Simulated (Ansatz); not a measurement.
# CCSD(T) against full CI for several species

Each species is computed at the geometry given (Å), with frozen cores, in Ansatz 0.2.0: RHF-CCSD(T) for singlets, UHF-CCSD(T) otherwise, and full CI in the same basis. The program picks the determinant by trial CCSD, so it needn't be the lowest Hartree–Fock solution. States: AlH2⁺ A', [H···H···Si] Σ⁻ or Δ, HNAl⁺ A'', AlGa Σ⁺ or Δ. Cases whose determinant has another symmetry than full CI's state, or whose (Q) step broke down, weren't drawn. No relativity is included.

Problem. Judging by size, spin and bonding, rank them by the size of CCSD(T)'s error in total energy against full CI in the same basis, smallest first (an estimate).
A. AlGa, singlet, cc-pVDZ: Al 0.000 0.000 0.000; Ga 0.000 0.000 3.254
B. [H···H···Si], triplet, cc-pVDZ: H 0.000 0.000 -1.084; H 0.000 0.000 -0.339; Si 0.000 0.000 1.423
C. AlH₂⁺, triplet, cc-pVTZ: Al 0.000 -0.007 -0.114; H 0.000 1.099 1.692; H 0.000 -0.907 1.355
D. HNAl⁺, triplet, 6-31G: Al 0.000 0.033 0.637; N 0.000 -0.107 -1.095; H 0.000 0.607 -1.818

Solution. C (12.0 meV), B (16.8 meV), D (29.7 meV), A (51.6 meV).

```tsv
species	basis	correlated electrons	CCSD(T) − full CI (meV)	CCSDT(Q) − full CI (meV)	unpaired electrons (full CI)	T1	⟨S²⟩ of the determinant
AlH2⁺, triplet	cc-pVTZ	4	12.0	-1.3	2.03	0.029	2.05
[H···H···Si], triplet	cc-pVDZ	6	16.8	0.3	2.05	0.017	2.02
HNAl⁺, triplet	6-31G	8	29.7	-3.1	2.06	0.033	2.07
AlGa, singlet	cc-pVDZ	6	51.6	5.6	0.40	0.019	0.00
```

Unpaired electrons are Σ n²(2−n)² over natural occupations; an open shell counts its own unpaired electrons too. Frozen cores follow each run's orbitals, which moves totals by a few meV.
